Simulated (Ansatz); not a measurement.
Geometry optimisation, Ansatz, RKS PBE/6-31G*.

Input:

```yaml
crystal:
  periodic: [false, false, false]
  atoms:
    - { symbol: B, position_ang: [0.0, 0.0, 0.0] }
    - { symbol: H, position_ang: [0.0, 0.0, 1.54] }
    - { symbol: H, position_ang: [1.0305, 0.0, -0.595] }
    - { symbol: Cl, position_ang: [-1.6108, 0.0, -0.93] }
    - { symbol: O, position_ang: [-0.219, -1.6079, 0.5392] }
    - { symbol: H, position_ang: [-0.6224, -2.1606, -0.2037] }
    - { symbol: H, position_ang: [-0.1162, -0.8534, 1.537] }
basis:
  gaussian: { orbitals: "6-31G*" }
hamiltonian:
  xc: pbe
relax:
  f_tol: 0.15
  max_steps: 25
  restrain:
    - { distance: [0, 4], at: 2.61, k: 30.0 }
    - { distance: [6, 1], at: 1.86, k: 30.0 }
    - { distance: [0, 1], at: 1.19, k: 30.0 }
    - { distance: [6, 4], at: 1.01, k: 30.0 }
```

Command:

```bash
$ ansatz run input.yaml --threads 1 --pin off --max-ram 2048MiB --backend cpu --events-out ev --progress --plain --runs-dir out
```

Where does it end, and by what steps?

The forces met the threshold. The restraints hold the end off the free minimum. After 9 steps the energy has fallen by 2.442 eV (the restraints' own energy left out); H7 moved furthest, 0.68 Å. Parted: B1–O5 (1.71 → 2.60 Å). Joined: B1–H2 (1.54 → 1.20 Å).

| step | energy less start (eV) | largest force component (eV/Å) | accepted |
| --- | --- | --- | --- |
| 0 | 0.0000 | 4.694 | yes |
| 1 | -0.1978 | 3.303 | yes |
| 2 | -0.8293 | 2.530 | yes |
| 3 | -1.5854 | 2.163 | yes |
| 4 | -2.1908 | 1.321 | yes |
| 5 | -2.2991 | 2.127 | yes |
| 6 | -2.3908 | 0.853 | yes |
| 7 | -2.3973 | 0.863 | yes |
| 8 | -2.4398 | 0.764 | yes |
| 9 | -2.4420 | 0.709 | yes |

```xyz
7
Properties=species:S:1:pos:R:3
B 0.005 0.308 -0.047
H -0.139 0.339 1.141
H 1.070 0.362 -0.590
Cl -1.454 0.432 -1.035
O 0.016 -2.184 0.683
H -0.884 -2.365 0.341
H -0.151 -1.513 1.395
```

The run took 16 s on 1 thread of Arm Neoverse V1, with other jobs on the host, peak memory 0.12 GiB.
